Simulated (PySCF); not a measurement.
**Magnetisability and related constants of `S1C=C(Cl)N=N1`, C₂HClN₂S**

Level of theory: GIAO PBE/pcSseg-1 magnetisability, rotational g tensor and spin-rotation constants, non-relativistic, gas phase in PySCF 2.14.0. Geometry: GFN2-xTB, normal-mode sample at 300 K.

Input:
```
{"job": {"kind": "mag", "xc": "PBE", "basis": "pcSseg-1", "isotopologues": 0}, "charge": 0, "multiplicity": 1}
Cl    -1.924090    -1.302605    -0.293978
C     -0.477198    -0.553040     0.007306
C     -0.322588     0.777991     0.176711
S      1.356666     1.136566     0.274077
N      1.702930    -0.487692     0.126158
N      0.665517    -1.242396     0.062727
H     -0.937222     1.718954     0.138448
```
Coordinates are in Å.

Command: `OMP_NUM_THREADS=1 python excited_run.py task.json out`

(1) What does the run print?

Results:

(1) Atoms count from 0.
```
coarse grid: 8168 points
cycle   1  E = -1043.9593145538  dE =  1.129e+00  |g| = 3.511e-01  |ddm| = 3.102e+00
cycle   2  E = -1043.8493388476  dE =  1.100e-01  |g| = 7.159e-01  |ddm| = 1.326e+00
cycle   3  E = -1043.9759077749  dE = -1.266e-01  |g| = 2.383e-01  |ddm| = 1.050e+00
cycle   4  E = -1043.9879537160  dE = -1.205e-02  |g| = 8.934e-02  |ddm| = 2.683e-01
cycle   5  E = -1043.9897009195  dE = -1.747e-03  |g| = 2.014e-02  |ddm| = 9.658e-02
cycle   6  E = -1043.9897737180  dE = -7.280e-05  |g| = 1.095e-02  |ddm| = 3.388e-02
cycle   7  E = -1043.9897960022  dE = -2.228e-05  |g| = 6.152e-03  |ddm| = 1.560e-02
cycle   8  E = -1043.9898050337  dE = -9.032e-06  |g| = 1.255e-03  |ddm| = 6.729e-03
final grid: 73264 points
cycle   9  E = -1044.0360614325  dE = -3.859e-06  |g| = 1.200e-02  |ddm| = 3.198e-02
cycle  10  E = -1044.0358063361  dE =  2.551e-04  |g| = 3.258e-02  |ddm| = 4.427e-02
cycle  11  E = -1044.0360900763  dE = -2.837e-04  |g| = 5.054e-03  |ddm| = 3.766e-02
cycle  12  E = -1044.0360959106  dE = -5.834e-06  |g| = 1.428e-03  |ddm| = 5.555e-03
cycle  13  E = -1044.0360963884  dE = -4.778e-07  |g| = 4.277e-04  |ddm| = 1.729e-03
cycle  14  E = -1044.0360964297  dE = -4.136e-08  |g| = 1.242e-04  |ddm| = 4.948e-04
cycle  15  E = -1044.0360964332  dE = -3.500e-09  |g| = 3.859e-05  |ddm| = 1.398e-04
cycle  16  E = -1044.0360964336  dE = -3.720e-10  |g| = 7.017e-06  |ddm| = 4.468e-05
converged SCF energy = -1044.0360964336

Magnetisability tensor (1e-30 J/T^2)
     -691.83       70.76       51.37
       70.76     -684.86       67.53
       51.37       67.53    -1543.41
isotropic -973.37   principal values   -1551.13   -759.09   -609.87
isotropic susceptibility -58.617 1e-6 cm^3/mol

Inertial axes            a          b          c
rot. const./GHz      8.1057     1.5976     1.3363
chi total           -37.420    -45.161    -93.271
chi diamagnetic    -227.663   -744.618   -886.398
chi paramagnetic    190.243    699.456    793.127
quadrupole/D A        2.288     -1.862     -0.426
g nuclear            0.5407     0.4964     0.5037
g electronic        -0.7245    -0.5250    -0.4979
g total             -0.1838    -0.0286     0.0058

Spin-rotation constants (kHz, H = +C I.J)
atom  isotope        aa         bb         cc
  0   35Cl        0.900      0.583      0.266
  4    14N        2.927      0.415      0.107
  5    14N        2.978      0.388      0.100
  6     1H       -0.739      0.173     -0.141
  1    13C*       3.490      0.518      0.350
  2    13C*       2.902      0.766      0.214
  3    33S*       6.109      0.696      0.548
* in the singly substituted isotopologue
```

It took 24 s wall time on 1 thread of an Arm Neoverse N1, shared host, peak memory 0.5 GiB.
